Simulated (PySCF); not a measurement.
NaO at M06-2X

Computed with M06-2X; PySCF, spin-free X2C with a Gaussian nucleus, basis sets Na x2c-TZVPPall, O x2c-TZVPPall.

* state: ²Π (doublet), unpaired electrons π ↑
* bond length: 2.033 Å
* harmonic wavenumber: 517 cm⁻¹
* force constant: 1.48 mdyn/Å
* rotational constant Be: 0.4325 cm⁻¹
* anharmonicity ωexe: 3.55 cm⁻¹
* vibration–rotation constant αe: 0.00459 cm⁻¹
* well depth De to Na + O: 2.76 eV
* dissociation energy D0: 2.72 eV
* bond order (Mayer): 0.47
* dipole moment (positive dipole means Na(−)O(+)): -8.10 D

The state was picked by a PBE0 search and need not be the measured ground state.
